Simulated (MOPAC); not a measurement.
MOPAC input (PM3):

```
PM3 PRECISE GNORM=0.05 LET XYZ UHF MS=0.5 GEO-OK AUX(PRECISION=9) THREADS=1
C2H3O2

C     0.04331652 1    0.08857560 1   -0.05016834 1
O     0.28420037 1    1.16326135 1   -0.56413326 1
O    -1.17571396 1   -0.20940703 1    0.47575220 1
H    -1.73368907 1    0.57233750 1    0.34585940 1
C     0.98613656 1   -0.99360220 1    0.07293969 1
H     0.70810696 1   -1.92539382 1    0.54158403 1
H     1.98097231 1   -0.84761866 1   -0.31702305 1
```

**Question.** What heat of formation does the run end on?

**Answer.** -66.61 kcal/mol.
